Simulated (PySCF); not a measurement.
Aluminum trihydride, AlH3.
SMILES: `[AlH3]`

The calculation used PBE0-D3(BJ)/def2-TZVP geometry optimisation, gas phase (PySCF).

Masses are those of the commonest isotopes; rigid-rotor values at the optimised geometry. 

(1) Give the principal moments of inertia and the rotational constants in MHz.

(2) Classify the top.

(3) What does the inertial defect say?

## Answers

(1) Ia = 3.80, Ib = 3.80, Ic = 7.60 u·Å²; 505379 MHz·u·Å²/I gives A = 133053, B = 132871, C = 66482 MHz.

(2) An oblate symmetric top, as the point group D3h requires two equal moments; the computed ones differ by 0.14 % because the geometry is symmetric only within the optimiser's tolerance; Ray's κ = 0.995.

(3) Planar: Δ = Ic − Ia − Ib = 0.00 u·Å². For a rigid frame Δ = −2 Σ m c², so it vanishes when all atoms lie in the ab plane; here none is more than 0.01 Å from it.

The point group D3h allows no dipole (computed: 0.02 D), so a rigid rotor has no electric-dipole lines.

Problem. Estimate the classical rotational partition function at 298.15 K and 500 K.

Solution. Point group D3h, symmetry number σ = 6; q = (√π/σ)·√((kT/h)³/(ABC)), k/h = 20836.6 MHz/K: 133 at 298.15 K, 290 at 500 K.

Stationary, but not proved a minimum. Zero-point vibration and centrifugal distortion are left out.
